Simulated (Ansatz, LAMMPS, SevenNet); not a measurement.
**Ladder of methods for the bulk modulus of rock-salt SrO**

Reference value: 91 GPa (measured, 300 K, no zero-point or thermal correction; as tabulated in Santana et al. (2016), arXiv:1608.06321).

**Question.** What do ionic model catlow1992, SevenNet-0, PBE, r²SCAN, HSE06 give, and how far is each from the reference?

**Answer.** 
| level (code) | value (GPa) | cell (Å³/atom) | difference (%) |
|---|---|---|---|
| ionic model catlow1992 (shell model, LAMMPS) | 116 | 17.31 | +27 |
| SevenNet-0 (SevenNet) | 83.1 | 17.66 | -8.7 |
| PBE (Ansatz) | 84.6 | 17.52 | -7.0 |
| r²SCAN (Ansatz) | 93.6 | 17.17 | +2.9 |
| HSE06 (Ansatz) | 92.6 | 17.11 | +1.8 |

Leaving aside ionic model catlow1992, which can be fitted to such values or carry a doubt: The reference is not for a static lattice or low temperature, so close values are not ranked against it.

The reference has no zero-point or thermal correction, while the calculations are for a static lattice, so the differences are not the levels' errors alone. A static lattice is as a rule stiffer than a warm one, by over a tenth in soft solids.  Each level is taken at its own relaxed cell. Cutoffs and k meshes differ between the levels. Ansatz's density-functional and Hartree–Fock values are scalar-relativistic unless marked +SOC, with PAW data made under PBE.

Empirical potentials (ionic model catlow1992) are fitted to chosen data, which need not cover the solid at hand: agreement can be built in, and what lay outside the fit can be far off. Machine-learned potentials (SevenNet-0) are trained on DFT data, which may include these solids.

Differences are worked out from the printed values.

Ansatz is a first-principles code.
